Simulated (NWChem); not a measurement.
Correlation energy of FLi

SMILES: [Li][F]
```xyz
2

Li     0.0000     0.0000    -1.1467
F      0.0000     0.0000     0.3822
```
Charge 0, spin multiplicity 1.

All runs are NWChem calculations. The geometry was optimised at B3LYP/def2-SVP, a minimum by its harmonic frequencies.

Basis set: STO-3G. Each correlation energy counts from its own Hartree-Fock reference.

The correlated methods keep 1 core orbital frozen. The structure started from a generated list of species. Coupled-cluster values serve here as a point of comparison, not as the truth.

### Question
For the correlation energy, SCS-MP2 gives -56.6 mHa and CCSD gives -54.8 mHa. What do CR-CCSD[T], MP2, CCSD+T(CCSD) give?

### Answer
CR-CCSD[T]: -76.7 mHa; MP2: -58.7 mHa; CCSD+T(CCSD): -78.1 mHa.
